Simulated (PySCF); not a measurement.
## Reproducing measurements on hydrogen cyanide

**The experiment to reproduce.**

From NIST CCCBDB Release 22 (SRD 101), experimental dipoles, for the gas: dipole moment (microwave Stark effect, vibrational ground state) 2.98 D.

The runs below try to reproduce these values; the comparison stands at the end.

Species: hydrogen cyanide, HCN.
Atom-mapped SMILES: `[CH:1]#[N:2]` (hydrogens: H3 on C1)

Geometry (PBE0/def2-TZVP, Å), atoms numbered from 1 in this order:
```
atom  x, y, z in Å
C1    -0.0251   -0.0019   -0.0044
N2     1.1203    0.0203   -0.0115
H3    -1.0935   -0.0225    0.0021
```

Runs made with PySCF (gas phase, on this PBE0/def2-TZVP geometry; no spin–orbit coupling):

```
                       level                                          job  basis functions  wall time
PBE0/def2-TZVP, grid level 1  geometry optimisation from a GFN2-xTB start               68      2.9 s
```

Hardware: Arm Neoverse N1, one thread, shared host.

**Comparison with experiment**

**Dipole moment.** Measured: 2.98 D (NIST CCCBDB Release 22 (SRD 101), experimental dipoles).

| level | computed (D) | computed − measured (D) | % (from the printed values) |
| --- | --- | --- | --- |
| PBE0/def2-TZVP | 3.03 | +0.05 | +2 |

The computed dipoles belong to one fixed geometry; measured ones are averaged over vibrations unless marked μe. Magnitudes are compared, not signs.

The geometry is computed, not the measured one. Where a level misses, the cause wasn't examined.
